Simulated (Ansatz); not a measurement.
A made-up structure of CH$_{5}$BN, doublet:

```
8
angstrom
B 0.6016 -0.3349 0.7240
N -0.0787 0.1838 -0.4448
C -1.4306 0.3492 -0.6034
H -1.8999 0.7324 -1.4732
H 0.5480 0.4379 -1.1987
H -0.1820 -0.5960 1.5241
H 1.1975 -1.2855 0.4717
H 1.3274 0.4419 1.1626
```

It is relaxed with PBE-D4/def2-SVP and then PBE0-D4/def2-TZVP (Ansatz 0.2.0). Atoms count as bonded within 1.22 times the sum of their covalent radii (H–H: 0.88 Å). The end point is not checked to be a true minimum.

(1) Does its bonding change? (A judgement: the text doesn't fix the answer.)

Answers

(1) The calculation gives: No: no bond forms or breaks.

Where it ends: The first stage lowers the energy by 0.89 eV in 6 steps. It ends as CH₅BN ([BH3][NH][CH]):
```json
{"atom": "B1", "x (Å)": "0.6128", "y (Å)": "-0.3765", "z (Å)": "0.8259"}
{"atom": "N2", "x (Å)": "-0.1269", "y (Å)": "0.1988", "z (Å)": "-0.4731"}
{"atom": "C3", "x (Å)": "-1.3403", "y (Å)": "0.3631", "z (Å)": "-0.6554"}
{"atom": "H4", "x (Å)": "-1.9224", "y (Å)": "0.7416", "z (Å)": "-1.4923"}
{"atom": "H5", "x (Å)": "0.5067", "y (Å)": "0.4559", "z (Å)": "-1.2351"}
{"atom": "H6", "x (Å)": "-0.2388", "y (Å)": "-0.6375", "z (Å)": "1.6388"}
{"atom": "H7", "x (Å)": "1.2261", "y (Å)": "-1.3367", "z (Å)": "0.4054"}
{"atom": "H8", "x (Å)": "1.3660", "y (Å)": "0.5202", "z (Å)": "1.1480"}
```

Labels in which every atom is bracketed show which atoms are joined, not bond orders.

For scale, one of the runs: PBE0-D4/def2-TZVP relaxation, 123 basis functions, launched by `ansatz run in.yaml --threads 2 --pin off --events-out ev --progress --plain --max-ram 4352MiB`. Hardware: 2 CPU threads of an Arm Neoverse V1, shared host. Wall time about 20 s.
